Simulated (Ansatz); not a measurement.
`CC(O)CN` → `CC(C)(N)O`  (isomerisation)

Program: Ansatz. Geometries: PBE0-D4/def2-TZVP. ΔE: electronic, gas phase. CCSD(T)/CBS is the MP2 limit (def2-TZVPP, def2-QZVPP) plus CCSD(T) − MP2 in def2-TZVPP, frozen cores. Functionals use def2-TZVPP. One conformer a species, not always the lowest.

```tsv
level	ΔE (kcal/mol)
r2SCAN0	-2.7
CAM-B3LYP	-1.8
CCSD(T)/def2-SVP	-3.0
MP2/def2-TZVPP	-3.1
```

Question: What does CCSD(T)/CBS give? (Estimate.)

Answer: The calculation gave: -2.9 kcal/mol. The listed levels differ from it by 0.2, 1.1, -0.1, -0.2 kcal/mol.

Largest T1 diagnostic among the species: 0.010.

Leaving LDA and LC-ωPBE aside and taking each functional with its dispersion term where it has one, the values, not all of them listed here, spread over 1.8 kcal/mol, from B97M-V to PBE-D4.

CCSD(T)/CBS has its own doubt, a few kJ/mol and more with outer-core shells, so smaller differences from it don't rank the levels.
